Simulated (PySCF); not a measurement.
Energy of Be (beryllium, neutral) between two integer charges

The 2s beta orbital of [He] 2s2 is emptied in steps (occupation f), with all orbitals relaxed, ending at [He] 2s1. All numbers are calculated (PySCF 2.14, the spin-free X2C one-electron Hamiltonian (Gaussian nucleus), in jorge-DZP-DKH (4s2p1d, 15 functions)). The exact energy is a straight line in f; departures are measured from the line between the end points of the same method.

Question: Among UHF, LDA, PBE, PBE0, LC-wPBE, BHandHLYP, BLYP, which shows the largest delocalisation error (convex curve), and which is closest to linear?

Answer: Most convex: BLYP (-0.889 eV at f = 0.5); closest to linear: LC-wPBE (-0.036 eV).

```tsv
f	UHF (eV)	LDA (eV)	PBE (eV)	PBE0 (eV)	LC-wPBE (eV)	BHandHLYP (eV)	BLYP (eV)
1	0.000	0.000	0.000	0.000	0.000	0.000	0.000
0.9	0.031	-0.311	-0.308	-0.225	-0.011	-0.159	-0.320
0.7	0.067	-0.725	-0.715	-0.522	-0.028	-0.376	-0.748
0.5	0.075	-0.858	-0.843	-0.615	-0.036	-0.454	-0.889
0.3	0.060	-0.714	-0.697	-0.508	-0.035	-0.388	-0.741
0.1	0.024	-0.300	-0.284	-0.207	-0.018	-0.168	-0.307
0	0.000	0.000	0.000	0.000	0.000	0.000	0.000
```

| method | E(f=0) − E(f=1) (eV) | −ε at f=1 (eV) | −ε at f=0.5 (eV) |
| --- | --- | --- | --- |
| UHF | 8.037 | 8.386 | 8.016 |
| LDA | 9.015 | 5.555 | 9.046 |
| PBE | 8.993 | 5.568 | 9.044 |
| PBE0 | 8.970 | 6.464 | 9.009 |
| LC-wPBE | 9.022 | 8.900 | 9.004 |
| BHandHLYP | 8.959 | 7.197 | 8.924 |
| BLYP | 8.968 | 5.410 | 8.985 |

As f goes to zero the orbital energy of a semilocal functional can turn back, because the density of that orbital vanishes from the exchange-correlation potential.

Reference removal energy between the ground levels: 9.323 eV (measured; NIST Atomic Spectra Database, ionization energies). UHF lacks correlation.
